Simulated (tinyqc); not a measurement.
Inside a calculation. Method: UHF in the sto-3g basis, for H2O, spin multiplicity 3. One step of it, computed by the program tinyqc.

Task: Orthogonalisation. S = U s U^T; canonical form X = U s^(-1/2), so that X^T S X = 1. Each column of U has its largest component positive (the first on a tie).

overlap S, order 1O 1s, 1O 2s, 1O 2px, 1O 2py, 1O 2pz, 2H 1s, 3H 1s:
$$\begin{pmatrix}
1.000000 & 0.236704 & 0.000000 & 0.000000 & 0.000000 & 0.022510 & 0.022510 \\
0.236704 & 1.000000 & 0.000000 & 0.000000 & 0.000000 & 0.267648 & 0.267648 \\
0.000000 & 0.000000 & 1.000000 & 0.000000 & 0.000000 & 0.000000 & 0.000000 \\
0.000000 & 0.000000 & 0.000000 & 1.000000 & 0.000000 & 0.187232 & -0.187232 \\
0.000000 & 0.000000 & 0.000000 & 0.000000 & 1.000000 & 0.172299 & 0.172299 \\
0.022510 & 0.267648 & 0.000000 & 0.187232 & 0.172299 & 1.000000 & 0.128089 \\
0.022510 & 0.267648 & 0.000000 & -0.187232 & 0.172299 & 0.128089 & 1.000000
\end{pmatrix}$$

Give: eigenvalues of S; X.

Result:

eigenvalues of S: [0.5644, 0.6635, 0.8832, 1.0000, 1.1157, 1.2084, 1.5648]

X, order 1O 1s, 1O 2s, 1O 2px, 1O 2py, 1O 2pz, 2H 1s, 3H 1s:
$$\begin{pmatrix}
-0.4339 & 0.0000 & 0.6750 & 0.0000 & 0.6063 & 0.0000 & 0.2277 \\
0.9016 & 0.0000 & -0.2884 & 0.0000 & 0.3337 & 0.0000 & 0.4686 \\
0.0000 & 0.0000 & 0.0000 & 1.0000 & 0.0000 & 0.0000 & 0.0000 \\
0.0000 & 0.7592 & 0.0000 & 0.0000 & 0.0000 & 0.7149 & 0.0000 \\
0.4286 & 0.0000 & 0.6946 & 0.0000 & -0.5835 & 0.0000 & 0.2402 \\
-0.5418 & -0.6822 & -0.2355 & 0.0000 & -0.1960 & 0.3978 & 0.3937 \\
-0.5418 & 0.6822 & -0.2355 & 0.0000 & -0.1960 & -0.3978 & 0.3937
\end{pmatrix}$$
